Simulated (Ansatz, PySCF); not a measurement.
System: sulfur dioxide, SO2, net charge 0, singlet state. SMILES: O=S=O
Structure (B3LYP-D3(BJ)/def2-TZVP (Ansatz, a first-principles code) minimum search):
```xyz
3

S     -0.0171     0.0041     0.3653
O      0.0256     1.2345    -0.3789
O      0.0086    -1.2427    -0.3517
```
Charge 0, spin multiplicity 1.

Wanted: atomisation energy (electronic, to ground-state atoms), in kcal/mol. Valence correlation only, unless marked. UHF or UKS for open shells. No spin-orbit coupling. Non-relativistic unless marked X2C. The coupled-cluster limit lacks core correlation, which all-electron functionals hold. Basis-set limits of correlation are two-point, X^-3; Hartree-Fock from the larger set.

| level | program | atomisation energy (kcal/mol) |
|---|---|---|
| BP86-D4/def2-TZVPD | PySCF + dftd4 | 278.2 |
| BP86/def2-TZVPD | PySCF | 276.9 |

Problem. What does CCSD(T)/CBS(cc-pV(T+d)Z,cc-pV(Q+d)Z) (Ansatz) give?

Solution. 257.0 kcal/mol
